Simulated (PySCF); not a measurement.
Estimate the missing entries of this data sheet.

Compound: C₂H₅O₂S (charge -1).
Z-matrix (Å and degrees, GFN2-xTB geometry), rows numbered from 1:
```
C 
S   1  1.7010
C   2  1.8992  1  115.31
O   2  1.4655  1  110.95  3   115.63
O   2  1.4655  1  110.89  3  -115.64
H   1  1.0911  2  106.21  3   -58.50
H   1  1.0910  2  106.08  3    58.71
H   3  1.0814  2  106.97  1   179.87
H   3  1.0836  2  108.38  1   -60.60
H   3  1.0835  2  108.33  1    60.25
```

| property | level | value |
| --- | --- | --- |
| point group of the GFN2-xTB geometry | GFN2-xTB | ? |
| rotational constants A, B, C of the GFN2-xTB geometry | GFN2-xTB | 4.885, 4.134, 4.120 GHz |
| HOMO energy | PBE0/pcSseg-1 | -0.64 eV |
| LUMO energy | PBE0/pcSseg-1 | ? |
| 13C chemical shifts (computed TMS as zero) by class | GIAO PBE0/pcSseg-1 | 58.1 (C3), 40.5 (C1) ppm |
| 1H chemical shifts (computed TMS as zero) by class | GIAO PBE0/pcSseg-1 | 1.91 (H8/H9/H10), 0.88 (H6/H7) ppm |
| isotropic shieldings of nuclei other than C and H, by class | GIAO PBE0/pcSseg-1 | ? |

The electronic properties come from PySCF, for the isolated species, density fitting. Geometry: GFN2-xTB; no solvent or vibrations. NMR classes are plain means over equivalent atoms (diastereotopic ones count apart unless rotation or inversion swaps them), as if these changed places fast; in this geometry the members of some classes differ. No diffuse functions stand in pcSseg-1, which bears on an anion's orbital energies.

Task: Give the point group of the GFN2-xTB geometry.

Result: Cs.

Task: The LUMO energy?

Result: 5.62 eV.

Task: The isotropic shieldings of nuclei other than C and H, by class?

Result: 111 (O4/O5), 154 (S2) ppm.

With B = h/(8π²I), that is 505.379 GHz u Å² over I, the principal moments of inertia are 103.5, 122.2 and 122.7 u Å² (most abundant isotopes). The rotational constants make it an asymmetric top with κ = (2B − A − C)/(A − C) = -0.96, nearer the prolate limit (−1).

For the NMR shielding job (PBE0/pcSseg-1), on one thread, Arm Neoverse N1, shared host, this took 14 s of wall time.
